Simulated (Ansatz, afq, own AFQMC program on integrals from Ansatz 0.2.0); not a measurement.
Atomization energy of SiGeH3, doublet

```xyz
5

Si   -0.0059    0.0000    1.6929
Ge   -0.0015    0.0000   -0.7474
H     1.4617    0.0000    1.9964
H    -0.5952    1.2043    2.3467
H    -0.5953   -1.2043    2.3467
```

Connectivity, by distances: SiH3–Ge.

Atoms in their ground-state spins without spin–orbit coupling (mostly on UHF) minus the molecule (UHF), without zero-point energy. The geometry is a stationary point, not shown to be a minimum.

Basis cc-pVDZ. Noble-gas cores (and the filled d shells of Ga–Kr and In–Xe) are frozen. Ansatz 0.2.0 and our own AFQMC program on the same integrals; the CISD trial comes from CCSD amplitudes, and released means the phaseless constraint is let go. Free AFQMC starts from the CCSD state and is never constrained. Its projection time is finite, and what remains of the start isn't in its error. Uncertainties: one standard error, sampling alone. No spin–orbit coupling. The errors of all members are added in quadrature.

No full CI on the walks' own integrals is used here. The released AFQMC energy serves as the reference, which it does only where one determinant dominates, the energy is flat over the last release times and near the phaseless one (40 meV or 2 meV an electron, half that with transition metals). On small molecules, where full CI could be run and the noise was under 10 meV, such values lay within 10 meV of it in 19 cases of 20, a flattering rate, since the rule was set on those same cases; what remains of the bias isn't in the error bar. Each member takes its own surest rung, up to full CI.

The best estimate is CCSD(T) at the basis-set limit (CBS: def2-TZVPP and def2-QZVPP, with their diffuse functions for anions and beside diffuse sets, CCSD(T) itself extrapolated) plus the step from CCSD(T) to AFQMC with the constraint released in cc-pVDZ. Rows without CBS are in cc-pVDZ, the functionals in def2-TZVP; B2PLYP and the wave-function rows carry a basis error of their own. Core correlation and relativity beyond core potentials are missing, and ± holds the sampling alone.

Cautions: inner d shell frozen; no relativity below Rb; no spin-orbit coupling; SiGeH₃ (doublet): unrestricted determinant slightly spin contaminated (⟨S²⟩ 0.81 against 0.75), the ph-AFQMC/CISD walk drifts between its halves (2.2 errors), the released value is read at 2.40 1/Eh with a noise of 15 meV, more than in the cases checked (meV from the phaseless value at times in 1/Eh: -6 ± 9 at 0.24, -5 ± 10 at 0.51, -10 ± 14 at 0.99, -9 ± 11 at 1.62, -11 ± 15 at 2.40).

| level | atomization energy (kcal/mol) |
| --- | --- |
| B3LYP | 282.4 |
| B2PLYP | 277.7 |
| PBE | 279.8 |

(1) From these cheaper values, estimate the atomization energy at the level of the best estimate.

(1) 284.2 ± 0.3 kcal/mol (best estimate, highest rung released AFQMC).

| level | atomization energy (kcal/mol) | error against the best estimate (kcal/mol) |
| --- | --- | --- |
| HF | 204.0 | -80.2 ± 0.3 |
| MP2 | 249.8 | -34.4 ± 0.3 |
| CCSD | 254.8 | -29.4 ± 0.3 |
| CCSD(T) | 256.9 | -27.3 ± 0.3 |
| ph-AFQMC/CISD | 257.1 ± 0.3 | -27.1 ± 0.4 |
| released AFQMC | 257.2 ± 0.3 | -27.0 |
| free AFQMC | 256.8 ± 0.2 | -27.3 ± 0.4 |
| HF/CBS | 212.0 | -72.2 ± 0.3 |
| MP2/CBS | 275.4 | -8.8 ± 0.3 |
| CCSD(T)/CBS | 283.9 | -0.2 ± 0.3 |
| r2SCAN | 284.5 | 0.3 ± 0.3 |
| PBE0 | 279.0 | -5.2 ± 0.3 |
| wB97M-V | 283.9 | -0.3 ± 0.3 |

Correlation beyond CCSD(T) changes it by less than twice the noise. Going to the basis-set limit adds 27.0 kcal/mol at CCSD(T). The perturbative (T) step is worth +2.1 kcal/mol.

Best estimates are given only where the step beyond CCSD(T) is under 0.3 eV and no member's determinant is very poor (T1 over 0.05, or 0.07 for open shells, ⟨S²⟩ too high by 0.3, two states mixed), so the hardest cases are missing from such tables.

The functionals ran in a triple-zeta set and keep a basis error of their own, a few kJ/mol for each bond in atomization energies and more for double hybrids, so close places among them and the extrapolated levels can swap.

Free projections are given only where their last times agree within the noise and don't stop above the reference; a slow remainder of the start can still hide under it. Each member of a difference takes its own highest rung, so a best estimate needn't equal the limit plus the step of one row. A walk keeps the symmetry of its determinant, which the program's search chose and which needn't be the lowest solution, so a lower state of the same spin and another symmetry isn't excluded. Released energies are given only where the last usable release times agree within the noise; a slower fall can still hide under it.
